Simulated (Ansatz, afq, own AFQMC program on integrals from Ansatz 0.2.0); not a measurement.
Integrals from Ansatz 0.2.0, then the random walk in our own AFQMC program (afq).

```yaml
crystal:
  periodic: [false, false, false]
  atoms:
    - {symbol: B, position_ang: [0.000000, -0.656173, 1.474455]}
    - {symbol: S, position_ang: [0.000000, 0.442469, 0.000000]}
    - {symbol: B, position_ang: [0.000000, -0.656173, -1.474455]}
basis:
  gaussian: {orbitals: cc-pVDZ}
magnetization: {spin_polarized: false}
correlation: {method: ccsd_t, electrons: outside_noble_gas, hamiltonian_folder: ham}
```

```sh
$ ansatz run in.yaml --threads 1 --pin off --events-out ev --progress --plain --max-ram 1843MiB
```

afq runs on the folder ham with

```
--method free --trial cisd --walkers 60 --time-step 0.03 --max-blocks 80 --target-error 0.00042 --factor-cut 1e-05 --seed 2483 --times 0,0.21,0.42,0.81,1.2,1.8,2.4,3 --taylor-order 8
```

Times are imaginary, in 1/Eh. The walk had a cap of 638 s.

Output of the walk:

```
orbitals 39  electrons 6 6  factors 302 of 460
reference energy -446.73810686 Eh
CCSD correlation -0.29306764 Eh in 13 cycles, weight of the determinant in the CISD state 0.7983
repeat  energy at the last time / Eh  error
    10  -447.043134  0.002222
    20  -447.045263  0.001987
    30  -447.046560  0.001758
    40  -447.046664  0.001409
    50  -447.046753  0.001288
    60  -447.046378  0.001183
    70  -447.046121  0.001098
    80  -447.046727  0.001024
time / (1/Eh)  energy / Eh  error  mean overlap
  0.00  -447.031518  0.000469  1.2528
  0.21  -447.036952  0.000444  1.2493
  0.42  -447.039893  0.000498  1.2596
  0.81  -447.042579  0.000522  1.2769
  1.20  -447.044113  0.000543  1.2937
  1.80  -447.045515  0.000730  1.2925
  2.40  -447.045402  0.000878  1.3183
  3.00  -447.046727  0.001024  1.3187
energy -447.046727 +/- 0.001024 Eh
```

The run passed its tests (error under three times the target), which doesn't prove that it has relaxed.

Against this walk (error 27.9 meV) on the same determinant: CCSD(T) 56.6 meV higher, CCSDT(Q) 21.3 meV lower (within the noise). The error is statistical, and a free projection of finite length keeps a remainder of its start.

Cautions: remainder of the start not in the error; error above the target (27.9 against 11.4 meV); higher spins were not checked; restricted determinant unstable towards unrestricted (UHF 254 meV lower, ⟨S²⟩ 0.81); raised T1 diagnostic (T1 0.027, weight of the determinant 0.80, largest double 0.07).

The walk took 2.1 min on 1 thread of Arm Neoverse V1 (shared host). The log's last line is the free-projection energy.

CCSDT and higher add their correlation energy to the determinant of the CCSD(T) run, since their own runs factorise the integrals more tightly (a shift of under 2 meV). A walk keeps the symmetry of its determinant, which the program's search chose and which needn't be the lowest solution, so a lower state of the same spin and another symmetry isn't excluded.
